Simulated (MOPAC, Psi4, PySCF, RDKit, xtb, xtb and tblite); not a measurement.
Two geometries of C4H6, SMILES C(=C)C=C, singlet, relaxed at GFN2-xTB with one dihedral held; other torsions can differ between them too.

Structure A

```
10

C     -1.8047     0.0202     0.3110
C     -0.6531     0.0448    -0.3407
C      0.6510    -0.0110     0.3243
C      1.5392    -0.9676     0.1067
H     -1.8439     0.0342     1.3882
H     -2.7511     0.0069    -0.2019
H     -0.6397    -0.0062    -1.4228
H      0.8200     0.7201     1.1056
H      1.3781    -1.7282    -0.6401
H      2.4686    -1.0180     0.6479
```

Structure B

```
10

C      1.8289     0.0485     0.3221
C      0.6822     0.0186    -0.3316
C     -0.6395    -0.0418     0.3147
C     -1.3470     1.0176     0.6614
H      1.8627     0.0575     1.3992
H      2.7773     0.0762    -0.1874
H      0.6679     0.0002    -1.4159
H     -1.0351    -1.0402     0.4655
H     -0.9740     2.0175     0.5106
H     -2.3187     0.9322     1.1179
```

Problem. Which is lower in energy at the level DF-MP2 (frozen core)/cc-pVTZ // GFN2-xTB (Psi4), and by how much?

Solution. A is lower, by 3.20 kJ/mol (dihedral C1–C2–C3–C4: 120° in A, 90° in B).

E(B) − E(A) in kJ/mol at the other levels, on the same two geometries: GFN2-xTB (xtb and tblite) 5.11; MMFF94 // GFN2-xTB (RDKit) 0.19; PBE0/def2-TZVP // GFN2-xTB (Psi4) 3.94; PBE0-D3(BJ)/def2-TZVP // GFN2-xTB (Psi4) 3.84; PBE/def2-TZVP // GFN2-xTB (Psi4) 4.94; PBE-D3(BJ)/def2-TZVP // GFN2-xTB (Psi4) 4.88; HF/cc-pVTZ // GFN2-xTB (Psi4) 1.38; UFF // GFN2-xTB (RDKit) 15.49; PM3, restricted, heats of formation // GFN2-xTB (MOPAC) 0.34; PM7, restricted, heats of formation // GFN2-xTB (MOPAC) 0.59; GFN1-xTB // GFN2-xTB (xtb) 4.17; restricted B3LYP/6-31G*, spherical d // GFN2-xTB (PySCF) 4.65; restricted Hartree-Fock/STO-3G // GFN2-xTB (PySCF) 4.00; restricted Hartree-Fock/LANL2DZ // GFN2-xTB (PySCF) 2.87; restricted BP86/6-31G*, spherical d // GFN2-xTB (PySCF) 5.47.
